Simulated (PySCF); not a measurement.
H2O2, charge +1, multiplicity 2. Atoms are numbered in the order given.

```xyz
4

O      0.1577    -0.6279     0.0000
O     -0.1577     0.6279     0.0000
H     -0.7144    -1.1090     0.0000
H      0.7144     1.1090     0.0000
```
Charge +1, spin multiplicity 2.

Geometry: ωB97X-D3(BJ)/def2-TZVP. The spin state was assumed, not searched.

The numbers are results of CAM-B3LYP/def2-TZVPD (PySCF), not measurements.

The molecule is in vacuum.

Computed frontier levels, dipole moment and polarisability:
The α spin, highest occupied and lowest empty level is -20.39 and -5.90 eV and the β spin, highest occupied and lowest empty level is -21.45 and -11.86 eV. The dipole moment about the centre of nuclear charge is 0.00 D and the mean static polarisability is 11.1 bohr³ (1.64 Å³). The polarisability, principal values is 7.4, 9.3, 16.6 bohr³. The ⟨S²⟩ comes out as 0.754 (pure state 0.75).
